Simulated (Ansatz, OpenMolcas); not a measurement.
**C3H3N (SMILES C=CC#N): from total energies to a heat of formation**

C3H3N has 7 atoms, charge 0, and is taken as a singlet. SMILES: `C=CC#N`. The shape is that of a PBE0-D4/def2-TZVP optimisation.

Total energies at HF/3-21G (OpenMolcas 26.06); the atoms run unrestricted:

| species | state | energy (Eh) |
| --- | --- | --- |
| C3H3N | singlet | -168.819590 |
| C | triplet | -37.481070 |
| N | quartet | -54.105390 |
| H | doublet | -0.496199 |

Harmonic wavenumbers at PBE0-D4/def2-TZVP, in cm⁻¹: 238, 354, 585, 717, 893, 995, 1011, 1110, 1317, 1443, 1696, 2364, 3174, 3194, 3271.

Measured heats of formation of the gaseous atoms at 298.15 K, in kJ/mol: C 716.9, N 472.4, H 218.0. Take 1 Eh = 2625.50 kJ/mol, 1 cm⁻¹ = 0.0119627 kJ/mol, RT = 2.479 kJ/mol.

Problem. What heat of formation follows?

Solution. 
1. Electronic atomisation energy: 3 × (-37.481070) + (-54.105390) + 3 × (-0.496199) − (-168.819590) = 0.782393 Eh = 2054.2 kJ/mol.
2. Zero-point energy: half the sum of the wavenumbers, 11181 cm⁻¹ = 133.8 kJ/mol.
3. Thermal vibrational enthalpy, Σ hcν̃/(exp(hcν̃/kT) − 1): 3.4 kJ/mol. Translation, rotation and pV of a non-linear molecule: 4 RT = 9.9 kJ/mol.
4. The 7 free atoms carry 5/2 RT each: 43.4 kJ/mol.
5. Spin-orbit coupling lowers the free atoms by 3 × 0.02 = 0.1 kJ/mol.
6. Atomisation enthalpy at 298 K: 2054.2 − 0.1 − 133.8 − 3.4 − 9.9 + 43.4 = 1950.4 kJ/mol.
7. Sum of the atoms' heats of formation: 3277.1 kJ/mol. Heat of formation: 3277.1 − 1950.4 = +1326.7 kJ/mol.

The tabulated value is +180.6 kJ/mol (CRC Handbook of Chemistry and Physics), so this level is off by +1146.1 kJ/mol, or 37.0 % of the atomisation enthalpy. Hartree–Fock leaves out correlation, which is larger in the molecule than in the atoms, so it underbinds and puts the heat of formation too high. A basis without polarisation functions underbinds badly. Anharmonicity and any spin-orbit splitting of the molecule are left out.
